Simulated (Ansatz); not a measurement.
## Ge$_{2}$HF⁺ (H-bridged), doublet in cc-pVDZ: errors against UCCSDT(Q)

Geometry: that of the Ge2HF (H-bridged), singlet, kept fixed.

```json
{"atom": "F", "x (Å)": "-0.0458", "y (Å)": "-1.4271", "z (Å)": "0.0000"}
{"atom": "Ge", "x (Å)": "0.0148", "y (Å)": "0.1825", "z (Å)": "-1.1977"}
{"atom": "Ge", "x (Å)": "0.0148", "y (Å)": "0.1825", "z (Å)": "1.1977"}
{"atom": "H", "x (Å)": "-1.2672", "y (Å)": "0.5962", "z (Å)": "0.0000"}
```

Basis cc-pVDZ; Ansatz 0.2.0. Correlated methods freeze the noble-gas cores and the filled d shells of p-block atoms, which leaves 15 electrons in 44 orbitals. Prefix R: restricted or restricted open-shell reference; prefix U: unrestricted. No spin–orbit coupling is included, and no scalar relativity.

Full CI isn't at hand for all of this; UCCSDT(Q) serves as the reference, and is uncertain by the last step of the cluster series or more.

```
UHF ⟨S²⟩                          : 0.807
T1 diagnostic (RCCSD)             : 0.0257
largest doubles amplitude (RCCSD) : 0.058
T1 diagnostic (UCCSD)             : 0.0256
```

Problem. From what is known of these methods and the diagnostics, rank them by the size of their error in total energy against UCCSDT(Q) in cc-pVDZ, smallest first (an estimate: the text doesn't fix the numbers).
A. UHF
B. UCCSD(T)
C. UMP2
D. UCCSD
E. UCCSDT

Solution. E (2.7 kJ/mol), B (6.6 kJ/mol), D (35.4 kJ/mol), C (111.5 kJ/mol), A (963.4 kJ/mol).

All errors are against UCCSDT(Q) in cc-pVDZ. Within each family the higher level lies nearer, as is usual though not guaranteed.
